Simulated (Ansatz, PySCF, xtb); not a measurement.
Homolysis of single bonds, series B F-Br. All species are isolated molecules in the gas phase. Strings in code marks are SMILES. Quantity: homolytic bond dissociation enthalpy at 298 K (no spin–orbit term). Enthalpy corrections at 298 K come from GFN2-xTB frequencies (xtb). Level 1: PBE-D3(BJ)/def2-TZVP // PBE0-D4/def2-TZVP (PySCF). Level 2: frozen-core CCSD(T)/cc-pVTZ // PBE0-D4/def2-TZVP (Ansatz, a program for electronic structure).

| case | level 1 (kcal/mol) | level 2 (kcal/mol) |
|---|---|---|
| Br–B bond of `BrB(Br)Br`, giving `Br[B]Br` and `[Br]` | 102.6 | 100.8 |
| B–Br bond of `FB(Br)Br`, giving `F[B]Br` and `[Br]` | 104.4 | 103.3 |
| B–Br bond of `FB(F)Br`, giving `F[B]F` and `[Br]` | 106.4 | 105.9 |
| F–B bond of `FB(Br)Br`, giving `Br[B]Br` and `[F]` | 164.1 | 161.3 |
| F–B bond of `FB(F)Br`, giving `F[B]Br` and `[F]` | 167.2 | 165.9 |
| F–B bond of `FB(F)F`, giving `F[B]F` and `[F]` | 169.6 | withheld |

### Question
Fit level 2 = a + b·x to the 5 complete rows by least squares, with x = level 1 in kcal/mol. Give a, b and the rms residual, and predict the withheld value.

### Answer
Means of the 5 rows: x̄ = 128.94, ȳ = 127.44 kcal/mol. Σ(x − x̄)² = 4504.1 and Σ(x − x̄)(y − ȳ) = 4441.6, so b = 0.986 and a = ȳ − b·x̄ = 0.31 kcal/mol. The rms residual is 0.65 kcal/mol. At x = 169.6 the line gives 167.5 kcal/mol, outside the range of the fitted rows. The run for F–B bond of `FB(F)F`, giving `F[B]F` and `[F]` gave 169.5 kcal/mol, so the line is off by 2.0 kcal/mol, more than twice the rms residual.

Codes: Ansatz, PySCF, xtb.
